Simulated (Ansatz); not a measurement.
A made-up structure of SiH3SO (charge -1), singlet:

```xyz
6
angstrom
O -1.6104 0.5188 0.1472
Si -0.3746 0.0090 -0.2400
S 0.2791 0.4628 1.3230
H -0.1264 -1.5916 -0.4784
H 0.5277 0.7036 -1.4164
H 1.3047 -0.1027 0.6645
```

It is relaxed with PBE-D4/def2-SVPD and then PBE0-D4/def2-TZVPD (Ansatz 0.2.0). Atoms count as bonded within 1.22 times the sum of their covalent radii (H–H: 0.88 Å). The end point is not checked to be a true minimum.

Problem. Does its bonding change? (A judgement: the text doesn't fix the answer.)

Solution. Computed: No: no bond forms or breaks.

Where it ends: The first stage lowers the energy by 5.55 eV in 9 steps. It ends as SiH₃SO ([O][SiH2][SH]), total charge -1:
| atom | x (Å) | y (Å) | z (Å) |
| --- | --- | --- | --- |
| O1 | -2.0011 | 0.4835 | -0.2141 |
| Si2 | -0.5294 | 0.0090 | -0.3478 |
| S3 | 0.6609 | 0.4254 | 1.5020 |
| H4 | -0.2709 | -1.4732 | -0.5487 |
| H5 | 0.3352 | 0.6518 | -1.4171 |
| H6 | 1.8053 | -0.0964 | 1.0257 |

Labels in which every atom is bracketed show which atoms are joined, not bond orders.

For scale, one of the runs: PBE0-D4/def2-TZVPD relaxation, 156 basis functions, launched by `ansatz run in.yaml --threads 2 --pin off --events-out ev --progress --plain --max-ram 4352MiB`. The run took about 22 s on 2 CPU threads of an Arm Neoverse V1 (shared host).
